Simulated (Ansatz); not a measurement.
fcc Pb was calculated with PBEsol-D3(BJ) (Ansatz, a program for electronic structure, plane waves, PAW).

Settings: plane-wave cutoff 520 eV, 20×20×20 k mesh, Fermi–Dirac smearing 0.05 eV, scalar-relativistic PAW data made under PBE.

Cell (relaxed at this level):

```cif
data_Pb4
_chemical_formula_sum 'Pb4'
_space_group_name_H-M_alt 'Fm-3m'
_space_group_IT_number 225
_space_group_name_Hall '-F 4 2 3'
_cell_length_a 4.85029
_cell_length_b 4.85029
_cell_length_c 4.85029
_cell_angle_alpha 90.000
_cell_angle_beta 90.000
_cell_angle_gamma 90.000
loop_
_atom_site_label
_atom_site_type_symbol
_atom_site_symmetry_multiplicity
_atom_site_Wyckoff_symbol
_atom_site_fract_x
_atom_site_fract_y
_atom_site_fract_z
_atom_site_occupancy
Pb1 Pb 4 a 0.00000 0.00000 0.00000 1
```
(The calculation used a cell of 1 atom; values per cell refer to that cell.)

Task: Predict the bulk modulus B0 and pressure derivative B′ of the bulk modulus.

Result: 
* **bulk modulus B0**: 55.2 GPa
* **pressure derivative B′ of the bulk modulus**: 4.9

The run finds no gap.

Measured, for comparison: bulk modulus 47 GPa (corrected for temperature and zero-point phonon effects; as tabulated in Levämäki et al. (2014), arXiv:1402.3671). Computed (rounded) less measured: bulk modulus +17 %.

Spin–orbit coupling is not included; it can shift volumes and moduli of such heavy elements.

The computed numbers hold no vibrational or temperature effects.

The result took around 80 core-seconds (rough).
